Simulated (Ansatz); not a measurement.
# The magnesium atom (singlet): the correlation ladder, def2-SVP

An exercise on one series of results from a longer session: the logs are not shown, and one member is left open.

Program: Ansatz 0.2.0, Gaussian basis. Level of theory: def2-SVP, core rule «outside noble gas», up to 5 orbitals frozen. These are calculated values, not measurements.

The runs, in order: UHF; CCSD(T) on RHF; BCCD(T) on RHF; CASSCF and MRCISD+Q, 2 electrons in 4 orbitals; CASSCF and MRCISD+Q(relaxed), 2 electrons in 4 orbitals; CASSCF and NEVPT4(SD), 2 electrons in 4 orbitals; CASSCF and NEVPT2, 2 electrons in 4 orbitals; Full CI.

### The atom

A free atom, in its lowest state of this spin that the program finds.

1 atom, charge 0, spin multiplicity 1.

Set-up of the first run:

Input file in.yaml:

```yaml
crystal:
  periodic: [false, false, false]
  atoms:
    - {symbol: Mg, position_ang: [0.000000, 0.000000, 0.000000]}
basis:
  gaussian: {orbitals: def2-SVP}
magnetization: {spin_polarized: true, initial_magnetization: 0}
hamiltonian: {xc: hf}
output: {orbitals: {seedname: orbitals}}
```

Command:

```
$ ansatz run in.yaml --threads 1 --pin off --events-out ev --progress --plain --max-ram 2393MiB
```

Among the steps run: UHF; CCSD(T) on RHF; BCCD(T) on RHF; CASSCF and MRCISD+Q, 2 electrons in 4 orbitals; CASSCF and MRCISD+Q(relaxed), 2 electrons in 4 orbitals; CASSCF and NEVPT4(SD), 2 electrons in 4 orbitals; CASSCF and NEVPT2, 2 electrons in 4 orbitals; Full CI.

One of the session's tables, all rows but one given; the rest of the session is left out.

| method | from FCI (meV) |
| --- | --- |
| RHF | +869.3 |
| RMP2 | +322.2 |
| RCCSD | 0.0 |
| RCCSD(T) | 0.0 |
| BCCD(T) | 0.0 |
| CASSCF valence | +39.0 |
| NEVPT2 valence | +18.9 |
| NEVPT4(SD) valence | ? |
| MRCISD valence | +1.6 |
| MRCISD+Q valence | +1.5 |
| MRCISD+Q(relaxed) valence | -0.2 |
| FCI | 0 |

Estimate the missing values for NEVPT4(SD) valence.

The run gave: from FCI (meV): +5.5. In the column «from FCI (meV)» it lies between MRCISD valence (+1.6) and NEVPT2 valence (+18.9).
